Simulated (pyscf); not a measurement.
A first-order saddle from PySCF, ωB97X-D3(BJ)/def2-SVP:

```
Si
O 1 1.6826
P 2 1.6625 1 129.29
H 3 1.4355 2 100.08 1 41.81
H 3 1.4356 4 91.37 2 100.53
H 1 1.4890 2 112.68 3 -57.93
H 1 1.4954 6 110.55 2 111.52
H 1 1.6318 6 105.43 7 94.75
H 8 1.5594 1 61.77 6 90.16
```
Charge 0, spin multiplicity 2.

Surface: doublet, charge 0. Lowest wavenumbers (cm⁻¹): 475i, 118, 146, 205, 372.

Problem. Which two sides does it connect, and which bonds change?

Solution. `[SiH3][O][PH2]` + `[H]` [doublet] ⇌ `[SiH3][O][PH2]` + `[H]` [doublet], a substitution at Si read from left to right: H–Si broken and H–Si formed. At CCSD(T)/def2-TZVPP + ΔMP2(QZVPP) it lies +49.4 kJ/mol from the left side and +49.4 kJ/mol from the right (each side as separated species at their lowest minima found). The same reactants have a lower exit, to •H₂Si–O–PH₂ + H₂ (barrier +21.5 kJ/mol at ωB97M-D3(BJ), against +44.4 kJ/mol here). H₃Si–O–PH₂ lies 23.9 kJ/mol over its isomer HO–SiH₂–PH₂, and others may lie lower still (electronic energy, ωB97M-D3(BJ)). This is the saddle that the search found; another between the same sides may lie lower. The angle at the attacked Si is 57° (front-side attack). The CCSD(T) − MP2 part came from Ansatz, without density fitting, on the same reference.
